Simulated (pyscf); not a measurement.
Single points on ωB97X-D3(BJ)/def2-SVP structures (PySCF, gas phase). Correlated levels are frozen-core, on RHF or UHF. ΔMP2 is the change of the MP2 total energy from the triple- to the quadruple-zeta basis.

SMILES: [CH3][GeH3]
```xyz
8

C     -1.3028    -0.7933    -0.1195
Ge    -0.2140     0.7487    -0.6172
H     -0.9815    -1.6867    -0.6756
H     -2.3630    -0.6049    -0.3458
H     -1.2079    -1.0003     0.9569
H     -0.6693     1.9980     0.1582
H      1.2676     0.4843    -0.2947
H     -0.3449     1.0324    -2.1243
```
Charge 0, spin multiplicity 1.

Task: List the bond dissociation enthalpies at 298 K of H₃C–GeH₃ (SMILES [CH3][GeH3]) from CCSD(T)/def2-TZVPP + ΔMP2(QZVPP), from the weakest bond up.

Result: C–Ge to CH₃• + GeH₃•: 79.8 kcal/mol; Ge–H to H₃C–GeH₂• + H•: 86.6 kcal/mol; C–H to •H₂C–GeH₃ + H•: 102.5 kcal/mol. Ring and multiple bonds, and those that leave no two simple radicals, are not listed. •H₂C–GeH₃ lies 20.6 kcal/mol over its isomer H₃C–GeH₂•, and others may lie lower still (electronic energy, ωB97M-D3(BJ)). Other isomers of H₃C–GeH₂• were not searched in full and may lie lower. The CCSD(T) − MP2 part came from Ansatz, without density fitting, on the same reference. The frozen core leaves the outer d or s,p core shells of the metals and heavy elements correlated in the MP2 and CC values, and def2-TZVPP describes them poorly, which can shift differences by a few kcal/mol. Elements up to Kr have no core potential and no relativistic terms here.
